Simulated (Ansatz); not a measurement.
Ansatz (an electronic-structure program) input (HF/3-21G): The .json file is the Basis Set Exchange's 3-21G.

Ansatz 0.2 input:
```yaml
crystal:
  periodic: [false, false, false]
  atoms:
    - {symbol: O, position_ang: [-0.00000000, -0.00000000, -0.10780208]}
    - {symbol: H, position_ang: [0.00000000, 0.00000000, 0.86241660]}
basis:
  gaussian:
    orbitals: 3-21G.json
hamiltonian:
  xc: {name: HF}
total_charge: -1
relax: {f_tol: 0.003, max_steps: 120}
```

Predict the final energy.

-74.86863 Eh.
